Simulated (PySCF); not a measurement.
Potential energy of PO along the bond

Set-up: P aug-pcseg-1, O aug-pcseg-1; no relativity (PySCF 2.14). Energies in eV from P + O in their ground configurations at the same level. State: ²Π (doublet), unpaired electrons π ↑.

```csv
R (Å),UHF-CCSD,TPSSh
1.288,,-3.574
1.348,-3.947,-4.711
1.408,-4.596,-5.353
1.453,-4.840,-5.596
1.498,-4.927,-5.682
1.543,-4.892,-5.650
1.603,-4.705,-5.468
1.678,-4.325,-5.087
1.768,-3.758,-4.496
1.887,,-3.651
```

Q: Put a parabola through the three lowest points of the UHF-CCSD curve and estimate Re, k and ωe (reduced mass 10.55 u; 1 eV/Å² = 0.16022 mdyn/Å; ωe = 1302.8·√(k/μ) cm⁻¹).

A: Through R = 1.453, 1.498, 1.543 Å the second-order coefficient is 30.1 eV/Å², so Re ≈ 1.508 Å, k ≈ 9.65 mdyn/Å and ωe ≈ 1246 cm⁻¹. A polynomial fit of higher order to the unrounded UHF-CCSD energies gives Re = 1.506 Å, k = 9.18 mdyn/Å, ωe = 1215 cm⁻¹; anharmonicity and rounding make the difference.

The higher-order fit for each curve: UHF-CCSD: Re = 1.506 Å, ωe = 1215 cm⁻¹, De = 4.93 eV; TPSSh: Re = 1.507 Å, ωe = 1202 cm⁻¹, De = 5.68 eV.

Correlated steps freeze 6 core orbitals. Correlated levels converge slowly with the basis: in double zeta they bind strong bonds too weakly, by up to about 1 eV, and carry superposition errors of some tenths. ⟨S²⟩ of the unrestricted solution departs from its pure value on part of the curve, where spin states mix. The state is the lowest determinant that a PBE0 search found; another state may lie lower at other levels.
